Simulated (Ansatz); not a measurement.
# How far each method lies from UCCSDT(Q) for [GeH$_{3}$···H···SiH$_{3}$], doublet

Geometry: a point of a hydrogen-transfer path between rigid fragments, not a stationary point.

```xyz
9

Ge   -1.1111    0.0000    0.0000
H    -1.6226    1.4466    0.0000
H    -1.6226   -0.7233    1.2528
H    -1.6226   -0.7233   -1.2528
H     1.0039    0.0000    0.0000
Si    2.6759    0.0000    0.0000
H     3.1259   -1.4163    0.0000
H     3.1259    0.7081   -1.2265
H     3.1259    0.7081    1.2265
```

Basis cc-pVDZ; Ansatz 0.2.0. Correlated methods freeze the noble-gas cores and the filled d shells of p-block atoms, which leaves 15 electrons in 61 orbitals. R marks a restricted (for open shells ROHF) determinant, U an unrestricted one. No spin–orbit coupling is included, and no scalar relativity.

Full CI isn't at hand for all of this; UCCSDT(Q) serves as the reference, and is uncertain by about the last step of the cluster series.

The UHF ⟨S²⟩ is 0.767, the T1 diagnostic (RCCSD) is 0.0168 and the largest doubles amplitude (RCCSD) is 0.031. The T1 diagnostic (UCCSD) is 0.0127.

From what is known of these methods and the diagnostics, rank them by the size of their error in total energy against UCCSDT(Q) in cc-pVDZ, smallest first (an estimate: the text doesn't fix the numbers).
A. UCCSDT
B. UCCSD(T)
C. UHF
D. UCCSD
E. UMP2

A (0.11 kcal/mol), B (0.94 kcal/mol), D (4.43 kcal/mol), E (40.00 kcal/mol), C (175.13 kcal/mol).

All errors are against UCCSDT(Q) in cc-pVDZ. Within each family the higher level lies nearer, as is usual though not guaranteed.
